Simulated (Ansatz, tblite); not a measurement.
**The cluster MoO2−: one state, many levels**

An exercise on one series of results from a longer session: the logs are not shown, and one member is left open.

Computed with Ansatz 0.2.0, Gaussian basis. Level: as each input shows.

The runs, in order: GFN1-xTB, GFN2-xTB, PBE-D4/def2-TZVPD, r2SCAN-D4/def2-TZVPD, HSE06-D4/def2-TZVPD, B97M-V/def2-TZVPD, LDA/def2-TZVPD, CAM-B3LYP-D4/def2-TZVPD, BLYP-D4/def2-TZVPD, PBE+5HF/def2-TZVPD, PBE+10HF/def2-TZVPD, PBE+15HF/def2-TZVPD, PBE+35HF/def2-TZVPD, PBE+50HF/def2-TZVPD, PBE-D4/def2-SVPD, PBE0-D4/def2-SVPD, CCSD(T)/def2-TZVPPD, MP2/def2-TZVPD, RPA/def2-TZVPD.

4 further runs of the same task are left out: 1 for a known fault of the program, 1 that didn't finish, 2 set aside as unsound or not needed. Runs told in other sessions of the task aren't counted.

## The structure

The geometry is that of the doublet, from an earlier relaxation (PBE-D4/def2-TZVPD). At that level it is the lowest of the isomers that a small search found.

3 atoms, charge -1, spin multiplicity 2.

Bond lengths: Mo1–O2 1.729 Å, Mo1–O3 1.729 Å. Angles: O2–Mo1–O3 117.0°.

As a file:

| atom | x (Å) | y (Å) | z (Å) |
| --- | --- | --- | --- |
| Mo1 | -0.0041 | 0.5973 | -0.0749 |
| O2 | 1.2136 | -0.1859 | 0.8704 |
| O3 | -1.2095 | -0.4114 | -0.7955 |

Mo takes a core potential in the def2 sets. No spin-orbit coupling is included. The ion is computed in the gas phase, without counter-ions or solvent.

PBE0-D4/def2-TZVPD was run before; its log isn't repeated, and its numbers join the tables.

Set-up of the first run:

Tight binding, by tblite at 300 K electronic temperature and without a spin-polarisation term:

```python
tblite.interface.Calculator('GFN1-xTB', numbers, positions, charge=-1, uhf=1).singlepoint()
```

Tight binding, by tblite at 300 K electronic temperature and without a spin-polarisation term:

```python
tblite.interface.Calculator('GFN2-xTB', numbers, positions, charge=-1, uhf=1).singlepoint()
```

start.molden holds the orbitals of an earlier run on this state, given as this run's starting guess.

Contents of in.yaml:

```yaml
crystal:
  periodic: [false, false, false]
  atoms:
    - {symbol: Mo, position_ang: [-0.004101, 0.597346, -0.074891]}
    - {symbol: O, position_ang: [1.213588, -0.185916, 0.870439]}
    - {symbol: O, position_ang: [-1.209486, -0.411430, -0.795538]}
basis:
  gaussian: {orbitals: def2-TZVPD, initial_orbitals: start.molden}
total_charge: -1
magnetization: {spin_polarized: true, initial_magnetization: 1}
hamiltonian: {xc: pbe, dispersion: d4}
scf: {omitted_lower_state_checks: [starts]}
output: {forces: true, orbitals: {seedname: orbitals}}
```

On the command line:

```bash
$ ansatz run in.yaml --threads 4 --pin off --events-out ev --progress --plain --max-ram 3916MiB
```

Among the steps run: PBE-D4/def2-TZVPD; r2SCAN-D4/def2-TZVPD; HSE06-D4/def2-TZVPD; B97M-V/def2-TZVPD; LDA/def2-TZVPD; CAM-B3LYP-D4/def2-TZVPD; BLYP-D4/def2-TZVPD; PBE+5HF/def2-TZVPD; PBE+10HF/def2-TZVPD; PBE+15HF/def2-TZVPD; PBE+35HF/def2-TZVPD; PBE+50HF/def2-TZVPD; PBE-D4/def2-SVPD; PBE0-D4/def2-SVPD; CCSD(T)/def2-TZVPPD; MP2/def2-TZVPD; RPA/def2-TZVPD.

One table of the session follows, with a row left open; its other results are not shown here.

| level | LUMO (eV) | gap (eV) |
| --- | --- | --- |
| LDA/def2-TZVPD | 0.99 | 0.38 |
| PBE-D4/def2-SVPD | 1.47 | 0.81 |
| PBE-D4/def2-TZVPD | ? | ? |
| BLYP-D4/def2-TZVPD | 1.53 | 0.76 |
| r2SCAN-D4/def2-TZVPD | 1.88 | 1.56 |
| B97M-V/def2-TZVPD | 1.59 | 1.11 |
| PBE0-D4/def2-SVPD | 2.64 | 2.98 |
| PBE0-D4/def2-TZVPD | 2.66 | 2.99 |
| HSE06-D4/def2-TZVPD | 2.30 | 2.25 |
| CAM-B3LYP-D4/def2-TZVPD | 3.25 | 4.72 |
| PBE+5HF/def2-TZVPD | 1.72 | 1.32 |
| PBE+10HF/def2-TZVPD | 1.96 | 1.78 |
| PBE+15HF/def2-TZVPD | 2.21 | 2.19 |
| PBE+35HF/def2-TZVPD | 2.97 | 3.65 |
| PBE+50HF/def2-TZVPD | 3.39 | 4.63 |

**Question.** Estimate the row for PBE-D4/def2-TZVPD.

The run gave: LUMO (eV): 1.47; gap (eV): 0.80.

Caveats from the session: Doubts: state flagged by the program, spin contamination. Notes on CCSD(T)/def2-TZVPPD: spin contamination, state flagged by the program.
